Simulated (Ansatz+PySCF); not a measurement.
# singlet CH₃O(-): levels of theory in one basis

```csv
atom,x (Å),y (Å),z (Å)
C,0.0199,-0.0392,-0.4842
O,-0.0005,0.0436,0.7569
H,-0.0310,-1.0521,-1.1004
H,-0.9238,0.4763,-1.0691
H,0.8577,0.4795,-1.0648
```

Basis set: def2-SVP (spherical functions). Correlated methods keep 2 orbitals frozen. Charge -1, multiplicity 1.

Computed with Ansatz (development build ahead of 0.2.0); each method stands on the lowest determinant of its kind that the runs found.

```csv
method,E − E(RHF) (eV),<S²> of the determinant
RHF,0.00,0.00
RHF-MP2,-9.34,–
RHF-CCSD(T),-10.13,–
```

**Question.** What does UHF-CCSD give on the same scale?

**Answer.** -9.88 eV.

**Question.** Is a single determinant a sound starting point here?

**Answer.** By this sign, yes. Unrestricted orbitals gain 0.00 eV and <S²> is 0.00 against 0.00 for a pure state.

Caution: no diffuse functions for an anion.
